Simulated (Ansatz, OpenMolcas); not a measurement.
# Strength of the Si–H bond: SiH → Si + H

Species: SiH, doublet; Si atom, triplet; H atom, doublet. 

Shapes, held fixed at every level: PBE0-D4/def2-TZVP. Programs: Ansatz 0.2.0, OpenMolcas 26.06. The zero-point and thermal change to 298 K, harmonic and unscaled (PBE0-D4/def2-TZVP), is -8.8 kJ/mol.

```
               level                    kind  ΔH(298 K) (kJ/mol)  less CCSD(T)/CBS estimate
   SVWN5/def2-TZVPPD                     LDA              +328.0                      +28.1
   PBE-D4/def2-TZVPP                     GGA              +293.3                       -6.6
      wB97X/6-311G**  range-separated hybrid              +295.3                       -4.6
    RPA@PBE/6-311G**                     RPA              +280.5                      -19.4
   CCSDT(Q)/6-311G**   coupled cluster or CI              +278.0                      -21.9
    CCSD(T)/def2-SVP   coupled cluster or CI              +274.2                      -25.7
  CCSD(T)/def2-TZVPP   coupled cluster or CI              +291.8                       -8.1
CCSD(T)/CBS estimate   coupled cluster or CI              +299.9                        0.0
```

The highest level, CCSD(T)/CBS estimate, gives ΔH(298 K) = +299.9 kJ/mol; the levels span +274.2 to +328.0. The column of differences is taken from that level and isn't an error. No measured value is set beside it here. Spin contamination: SiH (⟨S²⟩ up to 0.79). Open shells run unrestricted. The CBS estimate extrapolates MP2 from def2-TZVPP and def2-QZVPP and adds CCSD(T) − MP2 in the triple-zeta set, cores frozen. Spin-orbit coupling lowers the free atoms by 0.4 kJ/mol; the thermal change holds that.
